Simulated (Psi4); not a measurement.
Process, species as SMILES: P (PH3) → [PH2-] + H+
B3LYP-D3(BJ)/def2-TZVP geometries, fixed; electronic energies without zero-point terms.

Basis-set convergence of the deprotonation energy at B3LYP with Psi4. Cartesian d functions, on some or all atoms, in 6-31G*, 6-31+G*; all else is spherical. Density fitting with the program's default auxiliary sets. Psi4's default fitting sets serve the pcseg sets less well. No added dispersion term, no relativity. Functions are those of the species that has most. Reference: the value in aug-cc-pV(Q+d)Z, 372.77 kcal/mol, itself unsure by roughly 2.94 kcal/mol (its distance from def2-QZVPPD). Deviations are taken from unrounded values.

| basis | functions | deprotonation energy (kcal/mol) |
|---|---|---|
| 6-31G* | 25 | 383.89 |
| 6-31+G* | 29 | 371.38 |
| def2-SVP | 33 | 391.10 |
| def2-SVPD | 48 | 383.04 |
| pcseg-1 | 33 | 377.62 |
| aug-pcseg-1 | 54 | 370.37 |
| cc-pV(D+d)Z | 38 | 388.32 |
| aug-cc-pV(D+d)Z | 59 | 371.14 |
| 6-311G** | 44 | 373.48 |
| 6-311+G** | 48 | 372.19 |
| def2-TZVP | 55 | 380.12 |
| def2-TZVPD | 70 | 377.71 |
| pcseg-2 | 76 | 377.62 |
| aug-pcseg-2 | 119 | 372.01 |
| cc-pV(T+d)Z | 81 | 381.51 |
| aug-cc-pV(T+d)Z | 124 | 372.55 |
| def2-TZVPP | 84 | 380.20 |
| def2-TZVPPD | 99 | 377.99 |
| cc-pV(Q+d)Z | 154 | 377.22 |
| aug-cc-pV(Q+d)Z | 227 | 372.77 |
| def2-QZVPP | 160 | 376.24 |
| def2-QZVPPD | 175 | 375.71 |
| pcseg-3 | 163 | 374.18 |
| aug-pcseg-3 | 236 | 372.29 |

What the diffuse functions change, pair by pair:
- 6-31G* to 6-31+G*: 4 more functions, deviation 11.12 to -1.39 kcal/mol
- def2-SVP to def2-SVPD: 15 more functions, deviation 18.33 to 10.27 kcal/mol
- pcseg-1 to aug-pcseg-1: 21 more functions, deviation 4.85 to -2.40 kcal/mol
- cc-pV(D+d)Z to aug-cc-pV(D+d)Z: 21 more functions, deviation 15.55 to -1.63 kcal/mol
- 6-311G** to 6-311+G**: 4 more functions, deviation 0.71 to -0.57 kcal/mol
- def2-TZVP to def2-TZVPD: 15 more functions, deviation 7.35 to 4.95 kcal/mol
- pcseg-2 to aug-pcseg-2: 43 more functions, deviation 4.85 to -0.75 kcal/mol
- cc-pV(T+d)Z to aug-cc-pV(T+d)Z: 43 more functions, deviation 8.74 to -0.22 kcal/mol
- def2-TZVPP to def2-TZVPPD: 15 more functions, deviation 7.43 to 5.22 kcal/mol
- cc-pV(Q+d)Z to aug-cc-pV(Q+d)Z: 73 more functions, deviation 4.45 to 0.00 kcal/mol
- def2-QZVPP to def2-QZVPPD: 15 more functions, deviation 3.47 to 2.94 kcal/mol
- pcseg-3 to aug-pcseg-3: 73 more functions, deviation 1.41 to -0.48 kcal/mol

Leaving out the reference's own pair, they bring the value nearer the reference by more than 2.94 kcal/mol in 5 of 11 pairs.
